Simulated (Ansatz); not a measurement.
Two structures of BSiH6F, singlet, reached by relaxing down either side of one saddle point (PBE0-D4/def2-TZVP). Energies are electronic, without zero-point energy. Ansatz 0.2.0; basis: def2-TZVPP and def2-QZVPP; cores frozen in the correlated methods. Extrapolation: Hartree–Fock as exp(−7.88 √X), correlation as X^−2.97. First:

```xyz
9
angstrom
B -0.4834 -0.6089 -1.7288
F -1.5527 -1.3809 -1.7479
H 0.5872 -1.1344 -1.6149
H -0.6379 0.5692 -1.8825
H -0.5744 -0.2980 0.6530
Si 0.4249 0.5168 1.3990
H 1.1152 -0.3562 2.3798
H -0.2846 1.6131 2.1030
H 1.4058 1.0792 0.4392
```

Second:

```
atom    x (Å)    y (Å)    z (Å)
  B1   0.1894  -0.2715  -1.0790
  F2  -1.6629  -0.6352  -0.6242
  H3   0.4934  -1.3861  -1.3804
  H4  -0.0202   0.5169  -1.9508
  H5  -1.6105  -0.3545   0.2743
 Si6   0.6479   0.4064   0.7719
  H7   1.6206  -0.3947   1.5618
  H8  -0.6673   0.2747   1.5328
  H9   1.0096   1.8439   0.8935
```

Task: Which bonds change from the first to the second?

Result: BH₂F ([BH2][F]) + SiH₄ → BSiH₅ ([BH2][SiH3]) + HF; bonds formed: B1–Si6, F2–H5; bonds broken: B1–F2, H5–Si6.

Task: Give the saddle point's structure and its height above each. (To be estimated.)

Result: By the calculation: 2.292 eV above the first and 0.689 eV above the second (CCSD(T) at an estimated basis limit (MP2 extrapolated from triple and quadruple zeta, plus CCSD(T) − MP2 in triple zeta)).
```xyz
9
angstrom
B -0.1330 -0.2501 -1.0296
F -1.4803 -1.1755 -0.7751
H 0.7406 -0.9712 -1.4022
H -0.4621 0.7094 -1.6565
H -0.9846 -0.6915 0.0783
Si 0.3992 0.4229 0.9131
H 0.8796 -0.5872 1.8929
H -0.5220 1.3645 1.6030
H 1.5624 1.1786 0.3761
```

T1 diagnostic: at most 0.014. The start structure is not quite a true minimum (one mode of 46i cm⁻¹).

Labels in which every atom is bracketed show which atoms are joined, not bond orders.

For scale, one of the runs: CCSD(T)/def2-TZVPP, 188 basis functions, launched by `ansatz run in.yaml --threads 2 --pin off --events-out ev --progress --plain --max-ram 4352MiB`. Hardware: 2 CPU threads of an Arm Neoverse V1, shared host. Wall time 46 s; peak host memory 2 GiB.
